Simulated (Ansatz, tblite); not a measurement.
# The cluster Ti2S2: one state, many levels

How do method and basis change the picture of the cluster Ti2S2 (singlet)?

Program: Ansatz 0.2.0, Gaussian basis. Level of theory: as each input shows. These are calculated values, not measurements.

Plan: GFN1-xTB, GFN2-xTB, PBE-D4/def2-TZVP, r2SCAN-D4/def2-TZVP, r2SCANh-D4/def2-TZVP, revPBE-D4/def2-TZVP, LC-ωPBE(0.10)/def2-SVP, LC-ωPBE(0.15)/def2-SVP, LC-ωPBE(0.20)/def2-SVP, LC-ωPBE(0.30)/def2-SVP, PBE-D4/def2-SVP, PBE0-D4/def2-SVP, HF/STO-3G, PBE0-D4/def2-TZVPD, PBE-D4/def2-TZVPD, r2SCAN-D4/def2-TZVPD, CCSD(T)/def2-TZVPP, MP2/def2-TZVP, RPA/def2-TZVP.

3 further runs of the same task are left out: 3 set aside as unsound or not needed. Runs told in other sessions of the task aren't counted.

## (1) The relaxed structure

The singlet was relaxed beforehand with PBE-D4/def2-SVP. At that level it is the lowest of the isomers that a small search found.

4 atoms, charge 0, spin multiplicity 1.

Bond lengths: Ti1–S3 2.276 Å, Ti1–S4 2.275 Å, Ti2–S3 2.275 Å, Ti2–S4 2.276 Å. Angles: S3–Ti1–S4 106.8°, S3–Ti2–S4 106.8°, Ti1–S3–Ti2 58.1°, Ti1–S4–Ti2 58.1°.

As a file:

```xyz
4
S2Ti2
Ti   -1.1711   -0.0561    0.0522
Ti    0.8589    0.5711   -0.5600
S     0.1529    1.0238    1.5552
S     0.1594   -1.5388   -1.0473
```

No spin-orbit coupling is included.

PBE0-D4/def2-TZVP was run before; its log isn't repeated, and its numbers join the tables.

## (2) GFN1-xTB

Tight binding, by tblite at 300 K electronic temperature and without a spin-polarisation term:

```python
tblite.interface.Calculator('GFN1-xTB', numbers, positions, charge=0, uhf=0).singlepoint()
```

Energy -270.4274 eV, HOMO -10.00 eV, LUMO -9.84 eV; 0.005 s.

## (3) GFN2-xTB

Tight binding, by tblite at 300 K electronic temperature and without a spin-polarisation term:

```python
tblite.interface.Calculator('GFN2-xTB', numbers, positions, charge=0, uhf=0).singlepoint()
```

Energy -258.6165 eV, HOMO -8.81 eV, LUMO -8.73 eV; 0.005 s.

## (4) PBE-D4/def2-TZVP

start.molden holds the orbitals of an earlier run on this state, given as this run's starting guess.

Contents of in.yaml:

```yaml
crystal:
  periodic: [false, false, false]
  atoms:
    - {symbol: Ti, position_ang: [-1.171091, -0.056145, 0.052176]}
    - {symbol: Ti, position_ang: [0.858852, 0.571068, -0.559986]}
    - {symbol: S, position_ang: [0.152871, 1.023840, 1.555150]}
    - {symbol: S, position_ang: [0.159368, -1.538763, -1.047340]}
basis:
  gaussian: {orbitals: def2-TZVP, initial_orbitals: start.molden}
hamiltonian: {xc: pbe, dispersion: d4}
scf: {omitted_lower_state_checks: [starts]}
output: {orbitals: {seedname: orbitals}}
```

The run is started by

```
ansatz run in.yaml --threads 4 --pin off --events-out ev --progress --plain --max-ram 4787MiB
```

The runs that follow: r2SCAN-D4/def2-TZVP; r2SCANh-D4/def2-TZVP; revPBE-D4/def2-TZVP; LC-ωPBE(0.10)/def2-SVP; LC-ωPBE(0.15)/def2-SVP; LC-ωPBE(0.20)/def2-SVP; LC-ωPBE(0.30)/def2-SVP; PBE-D4/def2-SVP; PBE0-D4/def2-SVP; HF/STO-3G; PBE0-D4/def2-TZVPD; PBE-D4/def2-TZVPD; r2SCAN-D4/def2-TZVPD; CCSD(T)/def2-TZVPP; MP2/def2-TZVP; RPA/def2-TZVP.

Before running them: what should the planned runs give, taken together? Wanted: gap in def2-TZVP, named functionals, smallest and largest; gap over the ω; correlation energy, CCSD(T)/def2-TZVPP; correlation energy, MP2/def2-TZVP; binding an atom, PBE0-D4/def2-TZVP; PBE0 total energy, smallest basis above largest.

**Answer**, as computed:

```
                                                 quantity                                value
gap in def2-TZVP, named functionals, smallest and largest  0.96 eV (PBE-D4), 2.91 eV (PBE0-D4)
                                  gap over the ω (1/bohr)       3.81 eV at 0.1, 6.52 eV at 0.3
                   correlation energy, CCSD(T)/def2-TZVPP                            -36.73 eV
                        correlation energy, MP2/def2-TZVP                            -27.88 eV
                       binding an atom, PBE0-D4/def2-TZVP                              3.41 eV
          PBE0 total energy, smallest basis above largest      13.55 eV (def2-SVP, def2-TZVPD)
```

Orbital gaps of the named functionals in def2-TZVP span 0.96 eV (PBE-D4) to 2.91 eV (PBE0-D4); exact exchange widens it. Raising the ω (1/bohr) from 0.1 to 0.3 moves the HOMO by -1.46 eV and the LUMO by +1.24 eV. Notes on CCSD(T)/def2-TZVPP: large T1 diagnostic, state flagged by the program.
